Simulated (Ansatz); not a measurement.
## How far each method lies from full CI for HB–AlH, triplet

Geometry: a point of a breathe scan, not a stationary point.

```yaml
atoms:
  - { symbol: B, position_ang: [0.0000, 0.0000, 0.9304] }
  - { symbol: Al, position_ang: [0.0000, 0.0000, -0.7589] }
  - { symbol: H, position_ang: [0.0000, 0.0000, 1.9775] }
  - { symbol: H, position_ang: [0.0000, 0.0000, -2.1490] }
```

Basis 6-31G; Ansatz 0.2.0. Only valence electrons are correlated (noble-gas cores frozen), which leaves 8 electrons in 20 orbitals. R marks a restricted (for open shells ROHF) determinant, U an unrestricted one. Active spaces: valence = (8e, 10o) chosen from the atoms' valence shells; pair = (4e, 4o) about the gap.

Full CI is exact within this basis and frozen core; it isn't the basis-set limit. The frozen core follows each run's orbitals, which can shift R against U totals by a few meV.

For open shells CISD and CISDTQ are restricted-active-space CI with the open shells as a complete middle space.

* UHF ⟨S²⟩: 2.011
* T1 diagnostic (RCCSD): 0.0188
* largest doubles amplitude (RCCSD): 0.082
* T1 diagnostic (UCCSD): 0.0126

| level | E − E(full CI) (meV) | share of correlation (%) | wall time |
| --- | --- | --- | --- |
| RHF | 2489 | 0.00 | – |
| UHF | 2412 | 3.07 | – |
| RMP2 | 654 | 73.72 | – |
| UMP2 | 636 | 74.46 | – |
| CISD | 160 | 93.57 | 1.2 s |
| RCCSD | 71 | 97.15 | – |
| UCCSD | 70 | 97.20 | – |
| RCCSD(T) | 21 | 99.14 | 0.57 s |
| UCCSD(T) | 21 | 99.15 | 0.54 s |
| BCCD(T) | 22 | 99.12 | 0.69 s |
| RCCSDT | 4 | 99.83 | – |
| UCCSDT | 4 | 99.84 | – |
| CISDTQ | 4 | 99.84 | 11 s |
| RCCSDT(Q) | 1 | 99.97 | 3.9 s |
| UCCSDT(Q) | 0 | 99.98 | 3.4 s |
| CASSCF (pair space) | 2100 | 15.60 | – |
| NEVPT2 (pair space) | 652 | 73.81 | 0.45 s |
| MRCISD (pair space) | 129 | 94.82 | – |
| MRCISD+Q (pair space) | 16 | 99.37 | 0.84 s |
| CASSCF (valence space) | 685 | 72.48 | – |
| NEVPT2 (valence space) | 215 | 91.38 | 6.5 s |
| MRCISD (valence space) | 20 | 99.20 | – |
| MRCISD+Q (valence space) | 8 | 99.68 | 11 s |

The correlation energy at full CI, counted from RHF, is -2.489 eV. That run took 1.7 min on 1 thread of Arm Neoverse N1, shared host over 5,840,512 determinants.

Times hold each run's SCF and search for its determinant on a shared host, so for small cases they say little of a method's own cost; they ran on 1 thread of Arm Neoverse N1.

The full-CI state has the irrep A2 of C2v, in the program's axes (one component, if the state is degenerate).

Natural occupations of full CI about the gap: 1.972 1.969 1.957 0.979 0.979 0.041 0.025 0.025 0.017 0.010; effectively unpaired electrons, Σ n²(2−n)², 2.03.
